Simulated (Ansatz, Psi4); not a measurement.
# Heat of formation of C2HO (SMILES C#C[O]) from total energies

C2HO has 4 atoms, charge 0, and is taken as a doublet. As SMILES, `C#C[O]`. The shape is that of a PBE0-D4/def2-TZVP optimisation.

Total energies at UM06-2X/cc-pVTZ (Psi4 1.11); the atoms run unrestricted:

| species | state | energy (Eh) |
| --- | --- | --- |
| C2HO | doublet | -151.919075 |
| C | triplet | -37.842466 |
| O | triplet | -75.064252 |
| H | doublet | -0.498135 |

Harmonic wavenumbers at UPBE0-D4/def2-TZVP, in cm⁻¹: 453, 510, 574, 1280, 2123, 3365.

Measured heats of formation of the gaseous atoms at 298.15 K, in kJ/mol: C 716.9, O 249.2, H 218.0. Spin-orbit lowering of the atoms at 298 K (mean of the ground term's levels less their thermal mean, from spectra), in kJ/mol: C 0.02, O 0.40. Take 1 Eh = 2625.50 kJ/mol, 1 cm⁻¹ = 0.0119627 kJ/mol, RT = 2.479 kJ/mol.

Q: Work out the heat of formation of the gas at 298 K.

A: 
1. Electronic atomisation energy: 2 × (-37.842466) + (-75.064252) + (-0.498135) − (-151.919075) = 0.671756 Eh = 1763.7 kJ/mol.
2. Zero-point energy: half the sum of the wavenumbers, 4152.5 cm⁻¹ = 49.7 kJ/mol.
3. Thermal vibrational enthalpy, Σ hcν̃/(exp(hcν̃/kT) − 1): 1.7 kJ/mol. Translation, rotation and pV of a non-linear molecule: 4 RT = 9.9 kJ/mol.
4. The 4 free atoms carry 5/2 RT each: 24.8 kJ/mol.
5. Spin-orbit coupling lowers the free atoms by 2 × 0.02 + 0.40 = 0.4 kJ/mol.
6. Atomisation enthalpy at 298 K: 1763.7 − 0.4 − 49.7 − 1.7 − 9.9 + 24.8 = 1726.8 kJ/mol.
7. Sum of the atoms' heats of formation: 1901.0 kJ/mol. Heat of formation: 1901.0 − 1726.8 = +174.2 kJ/mol.

The tabulated value is +178.0 kJ/mol (Active Thermochemical Tables), so this level is off by -3.8 kJ/mol, or 0.2 % of the atomisation enthalpy that the table implies (1723.0 kJ/mol). Anharmonicity and any spin-orbit splitting of the molecule are left out.
